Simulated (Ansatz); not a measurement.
`C=Cc1ccccc1`, charge 0, multiplicity 1.

(1) Give a relaxed structure at PBE0-D4/def2-TZVP (the Gaussian-basis code of Ansatz). (Best estimate.)

Results:

(1) Ansatz gave: 
Cartesian coordinates in Å:
```
C -0.1691 -2.7940 -0.5812
C 0.5362 -1.8340 0.0109
C 0.2201 -0.4064 0.0639
C -0.9183 0.1450 -0.5292
C -1.1714 1.5014 -0.4504
C -0.2939 2.3427 0.2230
C 0.8396 1.8116 0.8168
C 1.0909 0.4513 0.7363
H -1.0952 -2.5978 -1.1097
H 0.1648 -3.8237 -0.5550
H 1.4558 -2.1127 0.5207
H -1.6146 -0.4948 -1.0586
H -2.0606 1.9094 -0.9176
H -0.4957 3.4059 0.2828
H 1.5316 2.4577 1.3449
H 1.9797 0.0384 1.2025
```
Point group Cs.
This is one stationary point; other conformers may exist.
